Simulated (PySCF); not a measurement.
Acetonitrile, C₂H₃N, SMILES CC#N, point group C3v.

Level: B3LYP/pcSseg-1 in PySCF (density fitting, grid level 2); geometry and Hessian at that level, cubic constants and property derivatives from steps of ±0.6 along each species' dimensionless normal coordinates, second-order vibrational perturbation theory. The parent has the commonest isotopes.

Equilibrium geometry (Å):

```csv
atom,x,y,z
C1,-0.4863,0.0086,-0.0165
C2,0.9701,-0.0132,-0.0102
N3,2.1230,-0.0304,-0.0053
H4,-0.8749,-0.8316,-0.6003
H5,-0.8704,-0.0669,1.0056
H6,-0.8490,0.9414,-0.4596
```

An isotope shift is δ(isotopologue) − δ(parent), that is, the negative of the change in the averaged GIAO shielding; n counts bonds from the nearest label (0: the labelled atom itself). These are computed values; those of heavy atoms are rounded to 5 ppb, about the numerical noise. One-bond deuterium shifts of ¹³C at such levels come out too large, by a quarter to a half.

(1) What isotope shifts arise with ²H at 4?

(2) What isotope shifts arise with ¹³C at 2?

(3) What isotope shifts arise with ¹⁵N at 3, ²H at 4?

Results:

(1) 
| nucleus | n | 0 K (ppb) | 298.15 K (ppb) |
| --- | --- | --- | --- |
| H4 | 0 | -133 | -127 |
| C1 | 1 | -195 | -200 |
| C2 | 2 | 5 | 5 |
| H5 | 2 | -12 | -13 |
| H6 | 2 | -11 | -12 |
| N3 | 3 | 25 | 25 |

(2) 
| nucleus | n | 0 K (ppb) | 298.15 K (ppb) |
| --- | --- | --- | --- |
| C2 | 0 | -35 | -30 |
| C1 | 1 | -20 | -20 |
| N3 | 1 | -140 | -105 |
| H4 | 2 | -1 | -1 |
| H5 | 2 | -1 | -1 |
| H6 | 2 | -1 | -1 |

(3) 
| nucleus | n | 0 K (ppb) | 298.15 K (ppb) |
| --- | --- | --- | --- |
| N3 | 0 | -40 | -25 |
| H4 | 0 | -134 | -127 |
| C1 | 1 | -205 | -205 |
| C2 | 1 | -20 | -20 |
| H5 | 2 | -12 | -13 |
| H6 | 2 | -11 | -12 |
